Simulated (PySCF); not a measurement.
Telling isomers of C4H6O apart by NMR

PySCF 2.14 calculation with structure optimised with GFN2-xTB, J: B3LYP/pcJ-1 (spin–dipole term left out of most H,H and C,H couplings) and shieldings: GIAO PBE0/pcSseg-1; rapidly exchanging positions averaged, relativity neglected, one conformer, gas phase.

Scale: ¹H and ¹³C against TMS (reference shieldings calculated alike). Multiplet labels drop J under 1 Hz and among equivalent protons, and merge close values. Unscaled 3J(H,H) run several per cent high. Vicinal couplings that depend on rotamer populations or ring flexing (ring, CH–CH, X–H and H–F types) are those of the one conformer. Shifts are as computed. Against solution values, carbons near 30 ppm lie about +3 ppm off and those near 130 ppm about +5 ppm. Of 1211 compounds with measured shifts, 218 miss one by over three times the rms of a fit or turn the order of signals round; such compounds aren't used in these exercises.

(1) Tabulate the signals of `O=CC1CC1`, `C=COC=C` and their relative energies.

(2) What is the quickest way to tell O=CC1CC1 from C=COC=C?

Answers

(1) 
```tsv
SMILES	carbon types	δC	δH	E rel. (kcal/mol)
O=CC1CC1	2×CH 2×CH2	204.5, 25.7, 6.9	8.73 (d, 1H), 1.61 (tdt, 1H), 1.00 (m, 2H), 0.86 (m, 2H)	0.0
C=COC=C	2×CH 2×CH2	157.8, 96.4	6.52 (dd, 2H), 4.84 (dd, 2H), 4.39 (dd, 2H)	17.8
```

Energies are electronic energies at PBE0/pcSseg-1 on these geometries, without zero-point or thermal terms, each for the one conformer computed, which needn't be the lowest.

(2) Count the carbon signals: 3 against 2. The first has a three-membered-ring carbon (CH) at 25.7 ppm, the second a β carbon of an enol-ether or enamine type C=C (CH2) at 96.4 ppm. Their most deshielded carbons lie at 204.5 and 157.8 ppm. In the proton spectra the most deshielded non-exchanging signals are 8.73 (d, J = 7.1 Hz, 1H) and 6.52 (dd, J = 13.9, 7.3 Hz, 2H).
